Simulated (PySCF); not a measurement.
Compound: COS.
SMILES: `O=C=S`

The closed-shell ground state was solved at several levels (PySCF, density fitting, gas phase, non-relativistic). Isolated species at its PBE0-D3(BJ)/def2-TZVP geometry, gas phase.

| level | basis functions | HOMO (eV) | LUMO (eV) | gap (eV) | dipole (D) |
| --- | --- | --- | --- | --- | --- |
| wB97X-D/pcSseg-2 | 115 | -10.52 | 0.96 | 11.48 | 0.62 |
| CAM-B3LYP/aug-cc-pVTZ | 142 | -9.99 | 0.20 | 10.19 | 0.74 |
| wB97X-D/aug-cc-pVTZ | 142 | -10.51 | 0.90 | 11.41 | 0.67 |
| B97-2/pcSseg-2 | 115 | -8.46 | -0.92 | 7.54 | 0.68 |
| PBE0/pcSseg-2 | 115 | -8.71 | -0.85 | 7.86 | 0.68 |
| KT3/pcSseg-2 | 115 | -7.57 | -1.79 | 5.78 | 0.67 |

Q: Estimate the row for PBE0/aug-cc-pVTZ, a basis of 142 functions; the other rows only guide the guess.

A: HOMO -8.71 eV, LUMO -0.89 eV, gap 7.82 eV, dipole 0.72 D.

Q: Over all these levels, which gives the widest orbital gap and which the narrowest?

A: wB97X-D/pcSseg-2 (range-separated hybrid) has the widest, 11.48 eV, and KT3/pcSseg-2 (GGA) the narrowest, 5.78 eV. The two share the basis. From the narrowest to the widest the HOMO moves by -2.95 eV and the LUMO by +2.75 eV.

Q: In the pcSseg-2 basis, how does the gap go with the fixed share of exact exchange?

A: KT3 (0 %) 5.78 eV; B97-2 (21 %) 7.54 eV; PBE0 (25 %) 7.86 eV. Each rise in the share widens the gap here.

Q: How far do the dipole and the HOMO energy spread over the levels?

A: The dipole runs from 0.62 to 0.74 D (mean 0.68 D) and the HOMO from -10.52 to -7.57 eV.
